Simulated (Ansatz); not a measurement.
```yaml
crystal:
  periodic: [false, false, false]
  atoms:
    - {symbol: Al, position_ang: [-2.092862, -0.240931, -0.002529]}
    - {symbol: Ga, position_ang: [0.443902, 0.128987, 0.001177]}
    - {symbol: B, position_ang: [2.360417, -0.230570, -0.001281]}
basis:
  gaussian: {orbitals: def2-TZVP}
magnetization: {spin_polarized: true, initial_magnetization: 3}
hamiltonian: {xc: pbe0}
relax: {f_tol: 0.004, max_steps: 80}
```

```sh
$ ansatz run in.yaml --threads 1 --pin off --events-out ev --progress --plain --max-ram 2176MiB
```

Steps of the relaxation (energy above the last step; positions in Å, forces in eV/Å):

```
3
step 1, 31.1 meV
Al   -2.093   -0.241   -0.003   -0.273   -0.012    0.000
Ga    0.444    0.129    0.001   -0.327    0.088    0.001
B     2.360   -0.231   -0.001    0.600   -0.076    0.000
```

```
3
step 2, 12.4 meV
Al   -2.132   -0.234   -0.002   -0.068    0.016    0.000
Ga    0.448    0.111    0.001   -0.171   -0.008    0.000
B     2.395   -0.220   -0.001    0.239   -0.007    0.000
```

```
3
step 3, 6.0 meV
Al   -2.162   -0.211   -0.002    0.017    0.020    0.000
Ga    0.446    0.059    0.001    0.039   -0.052    0.000
B     2.427   -0.190   -0.001   -0.057    0.032    0.000
```

```
3
step 6, 0.0 meV
Al   -2.173   -0.137   -0.002    0.000    0.000    0.000
Ga    0.448   -0.113   -0.001    0.000    0.000    0.000
B     2.437   -0.093    0.000    0.000    0.000    0.000
```

Close pairs at the end: Ga2–B3 1.989 Å, Al1–Ga2 2.621 Å.

A stationary point of unrestricted PBE0 after 6 steps, with ⟨S²⟩ = 3.754 against 3.75 for a pure state; no frequencies were run, so it isn't proven a minimum. 47 s on 1 thread of Arm Neoverse V2, shared host.
